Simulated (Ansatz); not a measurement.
A calculation with Ansatz (development build ahead of 0.2.0).

```yaml
crystal:
  periodic: [false, false, false]
  atoms:
    - { symbol: C, position_ang: [-0.00457, -0.02651, -0.53459] }
    - { symbol: F, position_ang: [-0.00626, 0.02714, 0.61825] }
basis:
  gaussian: { orbitals: def2-SVP }
total_charge: 1
hamiltonian:
  xc: hf
correlation:
  method: ccsd_t
  frozen_orbitals: { C: 1, F: 1 }
scf:
  omitted_lower_state_checks: [starts, atomic_configurations, cluster_reference, orbital_swaps, given_window_search, neighbouring_geometries, increment]
```

The input is written out in the form of the current development build from the run's settings.

Output:

```
Converged          : yes
Reference energy   : -136.72748 hartree
Correlation energy : -0.29809 hartree
Total energy       : -137.02557 hartree
Stability test     : minimum among restricted orbitals
```
